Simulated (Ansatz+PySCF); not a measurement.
A calculation with Ansatz (development build ahead of 0.2.0).

```yaml
crystal:
  periodic: [false, false, false]
  atoms:
    - { symbol: H, position_ang: [-2.18959, 0.23963, -0.23791] }
    - { symbol: C, position_ang: [-1.2518, -0.25343, -0.0178] }
    - { symbol: C, position_ang: [0.00863, 0.52065, 0.03946] }
    - { symbol: O, position_ang: [1.11287, -0.37584, -0.06165] }
    - { symbol: H, position_ang: [1.91499, 0.12052, 0.12395] }
    - { symbol: H, position_ang: [-1.25294, -1.28552, 0.3069] }
    - { symbol: H, position_ang: [0.02632, 1.27342, -0.76654] }
    - { symbol: H, position_ang: [0.05921, 1.07715, 0.97336] }
basis:
  gaussian: { orbitals: cc-pVTZ }
magnetization:
  initial_magnetization: 1
hamiltonian:
  xc: hf
correlation:
  method: mp2
  frozen_orbitals: { C: 1, H: 0, O: 1 }
output:
  forces: true
```

The input is written out in the form of the current development build from the run's settings. Correlation on restricted open-shell orbitals is semicanonical, with singles.

The run gave:

```yaml
Converged: yes
Reference_energy: -153.50337 hartree
Correlation_energy: -0.56736 hartree
Total_energy: -154.07072 hartree
Spin_squared_of_the_determinant: 0.750
Stability_test: minimum among restricted orbitals
```

Forces (eV/Å):
| atom | Fx | Fy | Fz |
| --- | --- | --- | --- |
| H1 | 0.181 | -0.077 | 0.038 |
| C2 | -0.074 | -0.133 | 0.009 |
| C3 | 0.083 | 0.064 | -0.414 |
| O4 | -0.124 | 0.007 | -0.008 |
| H5 | -0.080 | 0.015 | -0.008 |
| H6 | 0.001 | 0.175 | -0.063 |
| H7 | -0.003 | -0.202 | 0.132 |
| H8 | 0.017 | 0.152 | 0.315 |
